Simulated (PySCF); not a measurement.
Species: 1,2,4-thiadiazole, C₂H₂N₂S.
Numbering: `[cH:1]1[n:2][cH:3][s:4][n:5]1` (hydrogens: H6 on C1; H7 on C3)

The same species was optimised twice, with GFN2-xTB and with PBE0-D3(BJ)/def2-SVP (PySCF), and the same property calculations (PySCF, gas phase) were run on both structures.

```tsv
coordinate	GFN2-xTB	PBE0-D3(BJ)/def2-SVP	change
S4–N5 (Å)	1.628	1.657	+0.029
C3–H7 (Å)	1.070	1.093	+0.023
C1–H6 (Å)	1.074	1.093	+0.019
C1–N2 (Å)	1.345	1.362	+0.017
C3–S4 (Å)	1.731	1.719	-0.012
N2–C3 (Å)	1.290	1.302	+0.012
C1–N5 (Å)	1.303	1.308	+0.005
C1–N5–S4 (°)	109.6	107.5	-2.1
N2–C1–N5 (°)	118.5	119.9	+1.4
C3–S4–N5 (°)	90.7	91.9	+1.2
N5–C1–H6 (°)	120.8	119.8	-1.0
C1–N2–C3 (°)	109.1	108.4	-0.7
N2–C1–H6 (°)	120.7	120.3	-0.4
N2–C3–H7 (°)	124.7	124.3	-0.4
S4–C3–H7 (°)	123.2	123.4	+0.2
```

Rotational constants: A = 9125, B = 5910, C = 3587 MHz (GFN2-xTB) against A = 8851, B = 5923, C = 3548 MHz (PBE0-D3(BJ)/def2-SVP). Point groups within 0.08 Å: Cs and Cs.

On the GFN2-xTB structure: lowest singlet, TDDFT (eV) 5.32 [CAM-B3LYP/def2-SVPD]; lowest triplet, Tamm–Dancoff (eV) 4.10 [CAM-B3LYP/def2-SVPD]; isotropic polarisability (au) 50.4 [CAM-B3LYP/def2-SVPD]; HOMO (eV) -9.50 [CAM-B3LYP/def2-SVPD]; LUMO (eV) -0.38 [CAM-B3LYP/def2-SVPD]; dipole (D) 1.54 [CAM-B3LYP/def2-SVPD]; HOMO (eV) -8.27 [PBE0/pcSseg-1]; LUMO (eV) -1.46 [PBE0/pcSseg-1]; dipole (D) 1.59 [PBE0/pcSseg-1]; GIAO shielding of C1 (ppm) 21.2 [PBE0/pcSseg-1]; GIAO shielding of N2 (ppm) -73.9 [PBE0/pcSseg-1]; GIAO shielding of C3 (ppm) 7.8 [PBE0/pcSseg-1]; GIAO shielding of S4 (ppm) 71.2 [PBE0/pcSseg-1]; GIAO shielding of N5 (ppm) -52.8 [PBE0/pcSseg-1].

Question: What do these properties become on the PBE0-D3(BJ)/def2-SVP structure?

Answer: 
```json
{"property": "lowest singlet, TDDFT (eV)", "level": "CAM-B3LYP/def2-SVPD", "on GFN2-xTB": "5.32", "on PBE0-D3(BJ)/def2-SVP": "5.30", "change": "-0.02"}
{"property": "lowest triplet, Tamm–Dancoff (eV)", "level": "CAM-B3LYP/def2-SVPD", "on GFN2-xTB": "4.10", "on PBE0-D3(BJ)/def2-SVP": "4.15", "change": "+0.05"}
{"property": "isotropic polarisability (au)", "level": "CAM-B3LYP/def2-SVPD", "on GFN2-xTB": "50.4", "on PBE0-D3(BJ)/def2-SVP": "51.0", "change": "+0.6"}
{"property": "HOMO (eV)", "level": "CAM-B3LYP/def2-SVPD", "on GFN2-xTB": "-9.50", "on PBE0-D3(BJ)/def2-SVP": "-9.57", "change": "-0.07"}
{"property": "LUMO (eV)", "level": "CAM-B3LYP/def2-SVPD", "on GFN2-xTB": "-0.38", "on PBE0-D3(BJ)/def2-SVP": "-0.43", "change": "-0.05"}
{"property": "dipole (D)", "level": "CAM-B3LYP/def2-SVPD", "on GFN2-xTB": "1.54", "on PBE0-D3(BJ)/def2-SVP": "1.58", "change": "+0.04"}
{"property": "energy, GFN2-xTB geometry as zero (kcal/mol)", "level": "CAM-B3LYP/def2-SVPD", "on GFN2-xTB": "0.0", "on PBE0-D3(BJ)/def2-SVP": "-1.0", "change": "-1.0"}
{"property": "HOMO (eV)", "level": "PBE0/pcSseg-1", "on GFN2-xTB": "-8.27", "on PBE0-D3(BJ)/def2-SVP": "-8.34", "change": "-0.07"}
{"property": "LUMO (eV)", "level": "PBE0/pcSseg-1", "on GFN2-xTB": "-1.46", "on PBE0-D3(BJ)/def2-SVP": "-1.51", "change": "-0.05"}
{"property": "dipole (D)", "level": "PBE0/pcSseg-1", "on GFN2-xTB": "1.59", "on PBE0-D3(BJ)/def2-SVP": "1.62", "change": "+0.03"}
{"property": "energy, GFN2-xTB geometry as zero (kcal/mol)", "level": "PBE0/pcSseg-1", "on GFN2-xTB": "0.0", "on PBE0-D3(BJ)/def2-SVP": "-1.0", "change": "-1.0"}
{"property": "GIAO shielding of C1 (ppm)", "level": "PBE0/pcSseg-1", "on GFN2-xTB": "21.2", "on PBE0-D3(BJ)/def2-SVP": "16.9", "change": "-4.3"}
{"property": "GIAO shielding of N2 (ppm)", "level": "PBE0/pcSseg-1", "on GFN2-xTB": "-73.9", "on PBE0-D3(BJ)/def2-SVP": "-83.6", "change": "-9.7"}
{"property": "GIAO shielding of C3 (ppm)", "level": "PBE0/pcSseg-1", "on GFN2-xTB": "7.8", "on PBE0-D3(BJ)/def2-SVP": "6.5", "change": "-1.3"}
{"property": "GIAO shielding of S4 (ppm)", "level": "PBE0/pcSseg-1", "on GFN2-xTB": "71.2", "on PBE0-D3(BJ)/def2-SVP": "54.3", "change": "-16.9"}
{"property": "GIAO shielding of N5 (ppm)", "level": "PBE0/pcSseg-1", "on GFN2-xTB": "-52.8", "on PBE0-D3(BJ)/def2-SVP": "-59.5", "change": "-6.7"}
```

The heavy atoms differ by 0.016 Å rms after alignment. Among all bonds S4–N5 changes most (+0.029 Å). Changes are differences of the printed values. Neither structure is proved a minimum here.
